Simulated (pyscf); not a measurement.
F–CH₂–F + SiH₃• → F–CH•–F + SiH₄, a hydrogen abstraction (doublet surface; C–H broken, H–Si formed). PySCF, gas phase, ωB97X-D3(BJ)/def2-SVP geometries. Energies in eV from the separated reactants.

Small-basis levels: PySCF, no dispersion term, spherical d functions. Open shells are spin-unrestricted. 

### Question
In single points B3LYP/LANL2DZ puts the saddle at 0.90 eV and the reaction energy at +0.67 eV. Should these be trusted to within a few kcal/mol? Compare with ωB97M-D3(BJ)/def2-TZVP.

### Answer
ωB97M-D3(BJ)/def2-TZVP gives ΔE‡ = 0.85 eV and ΔE = +0.45 eV. B3LYP/LANL2DZ lies 0.05 eV over it in the barrier and 0.21 eV over it in the reaction energy, so on this step it does not hold to within 0.13 eV. ωB97M-D3(BJ)/def2-TZVP has limits of its own. One saddle was located; it need not be the lowest between these sides. The angle at the transferred H is 167°.
